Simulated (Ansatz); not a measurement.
This Ansatz (a first-principles code) input (r2SCAN/def2-TZVPPD) gives -1.17130 Eh with 34 basis functions. A basis named .json is the Basis Set Exchange file of that set (core-valence sets with the plain set on hydrogen).

Ansatz 0.2 input:
```yaml
crystal:
  periodic: [false, false, false]
  atoms:
    - {symbol: H, position_ang: [-0.00000000, -0.00000000, -0.37201156]}
    - {symbol: H, position_ang: [0.00000000, 0.00000000, 0.37201156]}
basis:
  gaussian:
    orbitals: def2-TZVPPD.json
hamiltonian:
  xc: {name: r2SCAN}
magnetization: {spin_polarized: false}
```

Change:
```diff
- orbitals: def2-TZVPPD.json
+ orbitals: aug-cc-pVQZ
```

Question: What does the run give now?

Answer: -1.17176 Eh (r2SCAN/aug-cc-pVQZ, 92 functions), a change of -0.46 mEh.
